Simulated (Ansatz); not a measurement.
# H₂O (singlet): wave-function methods side by side, cc-pVQZ

Aim: climb from Hartree-Fock through coupled cluster and multireference methods for H₂O (singlet) at one geometry and basis, and see what each rung misses.

Computed with Ansatz 0.2.0, Gaussian basis. Level: cc-pVQZ, core rule «outside noble gas», up to 1 orbitals frozen.

The runs, in order: UHF; CCSD(T) on RHF; BCCD(T) on RHF; CISD; CCSDT(Q) on RHF; CASSCF and MRCISD+Q, 8 electrons in 6 orbitals; CASSCF and NEVPT2, 8 electrons in 6 orbitals.

9 further runs of the same task are left out: 9 set aside as unsound or not needed.

## (1) The geometry

The geometry is an MP2(full)/6-31G* stationary point (not a proven minimum).

3 atoms, charge 0, spin multiplicity 1.

Atoms are counted from 1 here; the program's logs count them from 0.

Bond lengths: O1–H2 0.969 Å, O1–H3 0.969 Å. Angles: H2–O1–H3 104.0°.

Coordinates:

| atom | x (Å) | y (Å) | z (Å) |
| --- | --- | --- | --- |
| O1 | 0.0000 | 0.0000 | 0.0667 |
| H2 | 0.0000 | 0.7632 | -0.5296 |
| H3 | 0.0000 | -0.7632 | -0.5296 |

## (2) UHF

Input file in.yaml:

```yaml
crystal:
  periodic: [false, false, false]
  atoms:
    - {symbol: O, position_ang: [0.000000, 0.000000, 0.066726]}
    - {symbol: H, position_ang: [0.000000, 0.763239, -0.529583]}
    - {symbol: H, position_ang: [0.000000, -0.763239, -0.529583]}
basis:
  gaussian: {orbitals: cc-pVQZ}
magnetization: {spin_polarized: true, initial_magnetization: 0}
hamiltonian: {xc: hf}
output: {orbitals: {seedname: orbitals}}
```

On the command line:

```sh
ansatz run in.yaml --threads 1 --pin off --events-out ev --progress --plain --max-ram 5632MiB --backend cpu
```

The runs that follow: CCSD(T) on RHF; BCCD(T) on RHF; CISD; CCSDT(Q) on RHF; CASSCF and MRCISD+Q, 8 electrons in 6 orbitals; CASSCF and NEVPT2, 8 electrons in 6 orbitals.

Before running them: what should the planned runs give, taken together? Wanted: RCCSDT(Q) below the RHF energy; RMP2 from RCCSDT(Q); RCCSD from RCCSDT(Q); RCCSD(T) from RCCSDT(Q); NEVPT2 valence from RCCSDT(Q); MRCISD+Q valence from RCCSDT(Q); T1 diagnostic; effectively unpaired electrons.

**Answer**, as computed:

```
                         quantity                      value
   RCCSDT(Q) below the RHF energy                 -8.0618 eV
              RMP2 from RCCSDT(Q)                 +343.0 meV
             RCCSD from RCCSDT(Q)                 +259.6 meV
          RCCSD(T) from RCCSDT(Q)                  +11.9 meV
    NEVPT2 valence from RCCSDT(Q)                 +864.1 meV
  MRCISD+Q valence from RCCSDT(Q)                  +70.4 meV
levels within 1 kcal/mol (43 meV)  RCCSD(T), BCCD(T), RCCSDT
                    T1 diagnostic                      0.008
   effectively unpaired electrons                       0.01
```

What this shows: RCCSD(T) misses by +11.9 meV, 0.1 % of the correlation energy. One determinant dominates. Of the multireference levels listed MRCISD+Q valence comes nearest in total energy (+70.4 meV), which doesn't show that its space is the better one. These misses are within one basis, not against nature.
